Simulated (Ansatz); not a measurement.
Cost and result for the atomization energy of C4H6O, SMILES `OC1=CCC1` (11 atoms, 11 bonds).

```xyz
11

O    -1.767    1.191    0.503
C    -0.732    0.362    0.285
C    -0.410   -0.839    0.770
C     0.857   -0.905   -0.052
C     0.466    0.498   -0.608
H    -1.657    1.979   -0.036
H    -0.869   -1.516    1.477
H     1.795   -0.912    0.511
H     0.895   -1.688   -0.814
H     0.260    0.527   -1.682
H     1.162    1.304   -0.354
```

Total charge 0; spin multiplicity 1. Geometry: relaxed with PBE0-D4/def2-TZVP. It is one conformer, not always the lowest. Program: Ansatz. All runs use 4 threads of an Arm Neoverse V2 on a shared host. Times are those of one run each, without the atoms' runs, and a repeat can differ threefold. Electronic energies, without spin–orbit coupling; frozen cores. CCSD(T)/CBS adds CCSD(T) − MP2 in def2-TZVPP to the MP2 limit, and its time is that of the two runs behind it. T1 = 0.011. B3LYP takes the VWN-RPA correlation (the form of Gaussian; ORCA's B3LYP/G).

CCSD(T)/CBS is a level of theory with its own doubt, some kJ/mol a heavy atom from the limit and from the frozen cores, so smaller differences don't rank the functionals.

| level | functions | wall time |
| --- | --- | --- |
| LDA (SPW92)/def2-TZVPP | 239 | 0.9 s |
| revPBE-D4/def2-TZVPP | 239 | 1.5 s |
| PBE0-D4/def2-TZVPP | 239 | 1.8 s |
| PBE-D4/def2-TZVPP (with forces) | 239 | 1.9 s |
| CAM-B3LYP-D4/def2-TZVPP | 239 | 2 s |
| B3LYP-D4/def2-TZVPP (with forces) | 239 | 2.8 s |
| r2SCANh-D4/def2-TZVPP | 239 | 3 s |
| r2SCAN-D4/def2-TZVPP (with forces) | 239 | 3.3 s |
| CCSD(T)/def2-SVP | 100 | 3.4 s |
| ωB97M-V/def2-TZVPP (with forces) | 239 | 7 s |
| MP2/def2-QZVPP | 465 | 16 s |
| CCSD(T)/def2-TZVPP | 239 | 89 s |
| CCSD(T)/CBS(def2) | – | 100 s |

What atomization energy does each give, and how far from CCSD(T)/CBS? (An estimate is asked.)

Ansatz gave: 
| level | atomization (kJ/mol) | difference from CCSD(T)/CBS | per bond |
| --- | --- | --- | --- |
| LDA (SPW92)/def2-TZVPP | 5381.9 | 756.5 | 68.8 |
| revPBE-D4/def2-TZVPP | 4660.6 | 35.2 | 3.2 |
| PBE0-D4/def2-TZVPP | 4687.7 | 62.3 | 5.7 |
| PBE-D4/def2-TZVPP (with forces) | 4786.8 | 161.4 | 14.7 |
| CAM-B3LYP-D4/def2-TZVPP | 4646.9 | 21.5 | 2.0 |
| B3LYP-D4/def2-TZVPP (with forces) | 4626.1 | 0.7 | 0.1 |
| r2SCANh-D4/def2-TZVPP | 4620.7 | -4.7 | -0.4 |
| r2SCAN-D4/def2-TZVPP (with forces) | 4651.0 | 25.6 | 2.3 |
| CCSD(T)/def2-SVP | 4431.5 | -193.9 | -17.6 |
| ωB97M-V/def2-TZVPP (with forces) | 4646.9 | 21.5 | 2.0 |
| MP2/def2-QZVPP | 4682.2 | 56.8 | 5.2 |
| CCSD(T)/def2-TZVPP | 4512.2 | -113.2 | -10.3 |
| CCSD(T)/CBS(def2) | 4625.4 | 0.0 | 0.0 |

At CCSD(T), def2-SVP lies −193.9 kJ/mol from the extrapolated value and def2-TZVPP −113.2 kJ/mol: correlation converges slowly with the basis, and small sets miss more of it in the bonded molecule than in its fragments. From BLYP to BHLYP (50 % exact exchange), in def2-TZVPP and without D4, the atomization energy moves by −136.8 kJ/mol: exact exchange takes away binding that semilocal exchange gives to molecules. In def2-TZVPP, CCSD(T) changes the Hartree–Fock value by +1171.2 kJ/mol (the triples alone add +78.1 kJ/mol) and MP2 by +1274.6 kJ/mol; breaking electron pairs costs correlation energy, which Hartree–Fock lacks.
